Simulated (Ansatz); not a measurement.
Input file for Ansatz (an electronic-structure program): R-PBE0/def2-TZVPP on DMSO (SMILES CS(C)=O), a point of a torsion scan.

Ansatz 0.2 input:
```yaml
crystal:
  periodic: [false, false, false]
  atoms:
    - {symbol: C, position_ang: [-1.45822354, -0.05729705, -0.26950684]}
    - {symbol: S, position_ang: [0.09580578, -0.38248449, 0.68293655]}
    - {symbol: C, position_ang: [-0.68335438, -1.60329609, 1.83480153]}
    - {symbol: O, position_ang: [0.95838919, -1.15904678, -0.20524672]}
    - {symbol: H, position_ang: [-1.93025891, -0.99308881, -0.54610992]}
    - {symbol: H, position_ang: [-1.18427293, 0.49674363, -1.16084013]}
    - {symbol: H, position_ang: [-2.11787800, 0.53816124, 0.35152524]}
    - {symbol: H, position_ang: [-1.05584065, -2.44787253, 1.26608132]}
    - {symbol: H, position_ang: [0.08247821, -1.93874479, 2.52637516]}
    - {symbol: H, position_ang: [-1.48262950, -1.11017086, 2.37536999]}
basis:
  gaussian:
    orbitals: def2-TZVPP
hamiltonian:
  xc: {name: PBE0}
scf: {lower_state_search: off}
```

The log:

```
WARN ansatz: RAYON_NUM_THREADS=1 ignored (pool sized by the plan → 1); use --threads N
Functional definition: PBE0
these checks for a lower state are left out or cut short: stability, starts, cluster_reference, orbital_swaps, neighbouring_geometries, increment
integrals: 0.13 GiB planned
1180 factors; their error is unknown
mean field: 1.17 GiB planned
mean field evaluation 1: about -15036.5902 eV, gradient 7.4e1 eV
mean field evaluation 2: about -15024.4929 eV, gradient 1.1e2 eV
mean field evaluation 4: about -15046.9693 eV, gradient 5.9e0 eV
mean field evaluation 8: about -15047.0400 eV, gradient 2.5e-1 eV
mean field evaluation 16: about -15047.0462 eV, gradient 1.5e-4 eV
mean field -15047.04620715 eV, -552.9687488584 hartree, gradient 6.7e-6 eV, S^2 0.000000; 0 other end points of the search recorded, 0 dependent functions left out
reference -15047.04623503 eV, -552.9687498831 hartree; 21, 21 occupied and 198, 198 virtual orbitals, 1180 factors
Total energy: -15047.04623503 eV, -552.9687498831 hartree
Checks for a lower state left out: stability, starts, cluster_reference, orbital_swaps, neighbouring_geometries, increment
```

The calculation finished and met its thresholds.

Cost: very roughly 2.6 core-seconds.
